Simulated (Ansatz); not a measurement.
# Ansatz input wanted

AlSiH4Cl+ has 7 atoms, charge +1, and is taken as a doublet. SMILES of the parent species: `[SiH3][AlH][Cl]`. The shape is that of a PBE0-D4/def2-TZVP optimisation. That shape belongs to the parent species and isn't relaxed for this state.

```xyz
7

Si   -0.8612    0.5825   -0.3112
Al    1.0948   -0.6124    0.5431
Cl    1.7834   -2.2231   -0.6229
H    -2.0127   -0.3518   -0.4553
H    -0.5676    1.1547   -1.6551
H    -1.2766    1.6961    0.5863
H     1.9011   -0.3140    1.8695
```

Settings wanted:

```json
{
  "basis set": "aug-cc-pVDZ",
  "integral approximation": "none",
  "task": "energy",
  "method": "CCSD(T)",
  "reference": "UHF",
  "accuracy": "high",
  "frozen core orbitals": "15",
  "start density": "atoms"
}
```

Problem. Give an Ansatz 0.2.0 job that does this.

Solution. One that was run (others would do as well):

job.yaml:
```yaml
crystal:
  periodic: [false, false, false]
  atoms:
    - {symbol: Si, position_ang: [-0.861200, 0.582500, -0.311200]}
    - {symbol: Al, position_ang: [1.094800, -0.612400, 0.543100]}
    - {symbol: Cl, position_ang: [1.783400, -2.223100, -0.622900]}
    - {symbol: H, position_ang: [-2.012700, -0.351800, -0.455300]}
    - {symbol: H, position_ang: [-0.567600, 1.154700, -1.655100]}
    - {symbol: H, position_ang: [-1.276600, 1.696100, 0.586300]}
    - {symbol: H, position_ang: [1.901100, -0.314000, 1.869500]}
basis:
  gaussian:
    orbitals: aug-cc-pVDZ
total_charge: 1
magnetization:
  spin_polarized: true
  initial_magnetization: 1
correlation:
  method: ccsd_t
  frozen_orbitals: {Al: 5, Cl: 5, H: 0, Si: 5}
accuracy: high
scf:
  omitted_lower_state_checks: [cluster_reference, increment]
```

```bash
$ ansatz run job.yaml --threads 1 --pin off --max-ram 3480MiB --events-out events.jsonl --progress --plain --runs-dir runs
```

Calculated total energy: -992.76094 Eh.
